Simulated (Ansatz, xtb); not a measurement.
# A geometry optimisation of CHB2+ with r2SCAN-D4/def2-SVP

The starting geometry of this gas-phase singlet has its atoms placed at random.

| atom | x (Å) | y (Å) | z (Å) |
| --- | --- | --- | --- |
| C | 0.7957 | -1.6448 | -0.2327 |
| B | -0.0058 | 0.0316 | 0.9033 |
| B | 0.6586 | 1.3010 | 0.1993 |
| H | 1.2632 | 0.4475 | 0.5488 |

Guess where an optimisation with r2SCAN-D4/def2-SVP ends from this start.

It ends as `B1=C[B+]1`. Contacts that open: B2–H4 (1.38 → 2.47 Å), B3–H4 (1.10 → 2.47 Å). Contacts that close: C1–B2 (2.18 → 1.46 Å), C1–B3 (2.98 → 1.46 Å), C1–H4 (2.28 → 1.10 Å).

The energy falls by 8.66 eV over 17 steps:

```csv
step,E − E(last) (eV)
1,8.659
3,5.472
5,3.958
6,2.664
8,1.995
10,1.573
12,0.664
13,0.339
15,0.000
17,0.000
```

Final geometry (Å):

```yaml
atoms:
  - { symbol: C, position_ang: [1.0048, -0.0781, 0.3910] }
  - { symbol: B, position_ang: [-0.3728, -0.0808, 0.8727] }
  - { symbol: B, position_ang: [0.0397, 0.7265, -0.3512] }
  - { symbol: H, position_ang: [2.0400, -0.4324, 0.5061] }
```

From the same start GFN2-xTB ends elsewhere, at `B#C[BH+]`.

From so rough a start the end depends on the optimiser's path, so another program may land elsewhere. The end wasn't checked by frequencies. Run with Ansatz 0.2.0, 16 s on 1 thread of Arm Neoverse V1, with other jobs on the host.
